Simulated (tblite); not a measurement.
Potential energy surface of H2P, doublet: map of symmetric stretch and bend. Scanned: P-H bond length and H-P-H angle.

Cartesian coordinates as functions of the variables (Å; names that start with a are angles):
```
P  0  0  0
H  r*sin(a/2)  0  r*cos(a/2)
H  -r*sin(a/2)  0  r*cos(a/2)
```

Calculation: GFN2-xTB, 300 K electronic temperature (tblite).

Energy in kJ/mol above the lowest grid point; x is the P-H bond length (Å), y the H-P-H angle (°).

```csv
y \ x,1.21,1.30,1.37,1.44,1.51,1.58,1.65,1.72,1.79,1.87,1.92
180,300.5,258.3,264.3,289.3,315.5,332.5,—,361.8,377.6,396.9,409.7
173,297.4,253.9,258.2,279.6,303.2,319.7,334.0,348.6,364.4,384.1,397.2
163,281.3,232.1,229.4,240.5,254.9,269.2,284.2,300.7,319.1,342.4,357.9
153,251.1,194.4,184.9,189.8,201.2,216.1,233.5,253.3,275.3,302.6,320.5
143,214.0,151.5,138.2,140.9,152.4,169.0,189.1,212.0,237.2,268.1,288.2
133,176.5,110.0,94.8,97.1,109.6,128.2,151.0,176.7,204.7,238.9,261.0
123,142.7,73.6,57.5,60.1,73.8,94.4,119.5,147.7,178.3,215.2,238.9
113,115.8,44.6,28.1,31.0,45.9,68.1,95.2,125.6,158.2,197.5,222.6
103,98.5,25.4,8.3,11.5,27.1,50.6,79.2,111.1,145.3,186.3,212.4
93,93.3,18.0,0.0,2.9,18.8,42.9,72.3,105.2,140.4,182.3,209.0
83,103.0,24.8,5.2,7.2,22.5,46.4,75.8,108.7,144.1,186.1,212.9
70,143.4,59.6,36.5,35.5,48.5,70.3,97.9,129.4,163.2,203.8,229.6
```

Points that lie below all their neighbours on the grid (none is named beside a point without a result): x = 1.37, y = 93 (0.0 kJ/mol).

A dash means that the run gave no value there, or that the column was ended at a point which the program doubted or which failed a test of continuity chosen for this set; such a test can also cut sound points.
